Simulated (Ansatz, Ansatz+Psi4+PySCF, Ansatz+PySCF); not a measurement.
```xyz
6

C     0.0261    0.0086   -0.6816
C     0.0386   -0.0100    0.7535
H    -0.0206   -0.9539   -1.2624
H    -0.0159    0.9232   -1.2561
H    -0.9154   -0.0433    1.2846
H     0.9649   -0.0379    1.2993
```

Basis set: cc-pVTZ (spherical functions). Left uncorrelated: 2 orbitals. Charge 0, multiplicity 3.

Computed with Ansatz (development build ahead of 0.2.0); each method stands on the lowest determinant of its kind that the runs found.

(1) Give the atomization energy at this shape (free ground-state atoms in the same class of orbitals less the molecule, no zero-point energy) of triplet C₂H₄ by UHF-MP2, UHF.

## Answers

(1)

| method | atomization energy |
| --- | --- |
| UHF-MP2 | 20.94 eV |
| UHF | 16.60 eV |

Caution: another spin multiplicity may lie lower.
